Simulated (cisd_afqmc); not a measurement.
Input (AFQMC/CISD/aug-cc-pVTZ; cisd_afqmc is a phaseless AFQMC code with CISD trial states that reads the integrals written by Ansatz):

Ansatz 0.2 input:
```python
import cisd_afqmc

open("ham.yaml", "w").write("""\
crystal:
  periodic: [false, false, false]
  atoms:
    - {symbol: O, position_ang: [-1.05073223, -0.47616366, -0.00735619]}
    - {symbol: C, position_ang: [-0.07562986, 0.30382496, 0.00787443]}
    - {symbol: O, position_ang: [1.15136738, 0.07188593, -0.00312174]}
    - {symbol: H, position_ang: [-0.35130199, 1.41127208, 0.03657685]}
basis:
  gaussian:
    orbitals: aug-cc-pVTZ
total_charge: -1
magnetization: {spin_polarized: false}
correlation: {method: ccsd, electrons: outside_noble_gas, hamiltonian_folder: ham}
""")
rep = cisd_afqmc.ansatz("ham.yaml")
e_ccsd = rep["correlation"]["coupled_cluster"]["energy"]["hartree"]
out = cisd_afqmc.run("ham", e_ccsd, trial="CISD", walkers=100, populations=8, threads=8, dt=0.005, steps=40, early=24, settle=10, least=32,
    cut=5e-5, rank_cut=2e-4, target=0.0004, seconds=1500, seed=1, memory=12960, gpu=False)
```

Output:

```
orbitals 158, occupied [9], factors 760 of 973, rank of the doubles 461 of 1341
E(HF) = -188.274460
E(CCSD) on the cut factors = -188.926393, shift to the whole factors -0.000009
Energy of the trial state on the determinant = -188.926415
  tau behind 7.2 of longer steps, mean of the populations' last blocks
   2.0  -188.95750
   4.0  -188.95961
   6.0  -188.96053
   8.0  -188.96096
  10.0  -188.95667
  12.0  -188.95704
  14.0  -188.96057
  16.0  -188.95973
  18.0  -188.95766
  20.0  -188.95729
  22.0  -188.95665
blocks 897 (0 outliers left out), error by blocks joined: 1: 0.00036, 2: 0.00044, 4: 0.00052, 8: 0.00060, 16: 0.00066
E(AFQMC/CISD) = -188.95836 +/- 0.00066
```
